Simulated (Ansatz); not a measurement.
Total energies of the cluster Li₂S⁻ (the lowest doublet isomer of a short search) from Ansatz at CCSD(T)/def2-TZVPPD, gas phase (1 Eh = 27.2114 eV = 2625.5 kJ/mol). The reference geometry is relaxed at r2SCAN-D4/def2-TZVPD.

```xyz
3

Li    0.295    1.453   -0.371
Li    0.663   -1.162    0.740
S    -0.958   -0.291   -0.369
```

```
            state                         geometry  energy (Eh)
charge -1 doublet                        reference   -412.82027
 charge 0 singlet                        reference   -412.79898
charge -1 quartet  relaxed at r2SCAN-D4/def2-TZVPD   -412.75599
```

Correlated methods freeze 5 core orbitals; core or outer-core shells of Li are correlated, in sets that lack core-valence functions.

Problem. Work out the vertical ionisation energy to the singlet.

Solution. E(charge 0 singlet) − E(charge -1 doublet) = -412.79898 − (-412.82027) = 0.02129 Eh = 0.58 eV.

Problem. Which of the charge -1 states is lowest, and how far above it are the others?

Solution. The doublet. quartet: -412.75599 − (-412.82027) = 0.06428 Eh = 168.8 kJ/mol. The quartet differs in its bonds from the reference.

The structure comes from a short search, and lower isomers may exist.
